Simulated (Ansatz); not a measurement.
Antifluorite Mg₂Sn, treated with PBE0+SOC in Ansatz (PAW).

Settings: plane-wave cutoff 460 eV, 6×6×6 k mesh, Fermi–Dirac smearing 0.01 eV, PAW data made under PBE.

The cell has the measured lattice: a = 6.766 Å, b = 6.766 Å, c = 6.766 Å, α = 90.00°, β = 90.00°, γ = 90.00°.

What does this level give for the band gap and smallest direct gap on the k points sampled?


band gap: 0.59 eV (on the SCF k mesh) (indirect)
smallest direct gap on the k points sampled: 2.43 eV

Measured, for comparison: band gap 0.36 eV (temperature not stated, not corrected to a static lattice, indirect, Γ–X; as tabulated in Ryu et al. (2019), arXiv:1905.06140). Computed (rounded) less measured: band gap +0.23 eV.

Note: cell and atoms aren't relaxed at this level.

Ansatz is a quantum-chemistry and plane-wave program.
